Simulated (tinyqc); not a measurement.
Stretching all distances: RHF, UHF, MP2, CISD and CCSD against full CI in the sto-6g basis, for CH3+, spin multiplicity 1. Computed by the program tinyqc with PySCF. All coordinates are multiplied by the scale. c0^2 is the weight of the RHF determinant in the lowest singlet FCI state (UHF is spin-contaminated and may lie near states of higher spin) and n(LUMO) the first natural occupation beyond the occupied space.

Geometry (angstrom):
```
atom,x,y,z
C,0.0000,0.0000,0.0210
H,1.0230,0.0000,0.0000
H,-0.5120,0.8860,0.0000
H,-0.5120,-0.8860,0.0000
```

Full CI energy (hartree) and errors against it (kcal/mol):
```
scale,distance 1-2 (angstrom),E(FCI),RHF,UHF,MP2,CISD,CCSD,<S^2> UHF,c0^2,n(LUMO)
0.900,0.921,-39.07248,28.047,28.047,7.756,0.516,0.161,0.000,0.979,0.012
1.060,1.085,-39.21206,36.766,36.766,10.873,0.979,0.262,0.000,0.967,0.018
1.230,1.259,-39.19718,49.161,49.161,15.476,1.993,0.500,0.000,0.947,0.032
1.390,1.422,-39.12035,64.159,64.159,21.228,3.827,0.982,0.000,0.916,0.056
1.560,1.596,-39.01893,84.070,84.070,29.070,7.347,2.064,0.000,0.867,0.099
1.720,1.760,-38.92689,106.920,90.221,38.199,12.926,4.115,1.042,0.799,0.169
1.880,1.924,-38.84931,133.935,75.404,48.833,21.515,7.863,1.571,0.706,0.281
2.050,2.098,-38.78793,166.806,56.935,60.831,34.400,14.332,1.802,0.585,0.450
```

What does the comparison show, and why?

UHF parts from RHF first at scale 1.72 of those listed, where <S^2> leaves zero. The weight c0^2 goes from 0.98 to 0.58 and n(LUMO) from 0.01 to 0.45: static correlation grows as the bonds break into open-shell fragments. The spread of the error along the curve, which distorts its shape, is CCSD 14.2, CISD 33.9, MP2 53.1, UHF 62.2, RHF 138.8 kcal/mol. The table stops here: at scale 2.21 and beyond, the reference weight falls under 0.45 or RHF, UHF or CCSD hop between solutions, so those rows were left out and the spreads given cover only the rows shown. As computed, partly on other solutions, the errors there reach in size RHF 200, UHF 44, MP2 71, CISD 49, CCSD 23 kcal/mol.
